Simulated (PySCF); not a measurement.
**succinonitrile: 4 charge schemes on one density**

Compound: succinonitrile, C₄H₄N₂.
Cartesian coordinates in Å at the GFN2-xTB level; atoms count from 1:
```xyz
10
C4H4N2 angstrom
N     -2.8964   -0.3955   -0.2204
C     -1.8478    0.0481   -0.1302
C     -0.5108    0.5761   -0.0182
C      0.5122   -0.5745    0.0146
C      1.8495   -0.0471    0.1247
N      2.8991    0.3943    0.2136
H     -0.3179    1.2314   -0.8731
H     -0.4416    1.1718    0.8970
H      0.3206   -1.2295    0.8700
H      0.4419   -1.1704   -0.9004
```

Density: PBE0/pcSseg-1 (PySCF); schemes: Mulliken, IAO, Hirshfeld and ESP-fitted. Isolated species at its GFN2-xTB geometry (one conformer only).

Task: Do the Mulliken, IAO, Hirshfeld and ESP-fitted schemes agree on where the charge is highest?

Result: The schemes don't all agree: Mulliken H7, H8, H9 and H10 (+0.192); IAO H7, H8, H9 and H10 (+0.191); Hirshfeld C2 and C5 (+0.089); ESP-fitted C5 (+0.302).

Task: At which atom do the 4 schemes differ most?

Result: At C3 and C4: from -0.288 (IAO) to -0.025 e (Hirshfeld), 0.263 e apart.

Task: What partial charge does each atom carry?

Result: In e:

```csv
atom,environment,Mulliken,IAO,Hirshfeld,ESP-fitted
N1,nitrile nitrogen,-0.227,-0.231,-0.216,-0.438
C2,nitrile carbon,+0.049,+0.136,+0.089,+0.301
C3,sp3 carbon next to a nitrile,-0.205,-0.288,-0.025,-0.064
C4,sp3 carbon next to a nitrile,-0.205,-0.288,-0.025,-0.076
C5,nitrile carbon,+0.049,+0.136,+0.089,+0.302
N6,nitrile nitrogen,-0.227,-0.231,-0.216,-0.437
H7,methylene hydrogen,+0.192,+0.191,+0.076,+0.102
H8,methylene hydrogen,+0.192,+0.191,+0.076,+0.101
H9,methylene hydrogen,+0.192,+0.191,+0.076,+0.105
H10,methylene hydrogen,+0.192,+0.191,+0.076,+0.104
```

Mean size of the charges over all atoms: IAO 0.208 e, ESP-fitted 0.203 e, Mulliken 0.173 e, Hirshfeld 0.097 e. Each set sums to the total charge, 0, to within 0.001 e. The Mulliken scheme gives each basis function's population to the atom it is centred on and halves the overlap population of two atoms between them. The ESP scheme fits charges at the nuclei, held to the total charge, to the electrostatic potential on points at 1.4 to 2.0 times the van der Waals radii.

Task: How many electrons does the Hirshfeld scheme count on N1?

Result: Z − q = 7 − (-0.216) = 7.216.

Task: Sum the charges by element.

Result: 
```csv
element,atoms,Mulliken,IAO,Hirshfeld,ESP-fitted
N,2,-0.454,-0.462,-0.432,-0.875
C,4,-0.312,-0.304,+0.127,+0.463
H,4,+0.766,+0.766,+0.305,+0.412
```

These values come from a run that also computed NMR shieldings. The run took 7.9 s wall on an Arm Neoverse V1 with one thread (shared host).
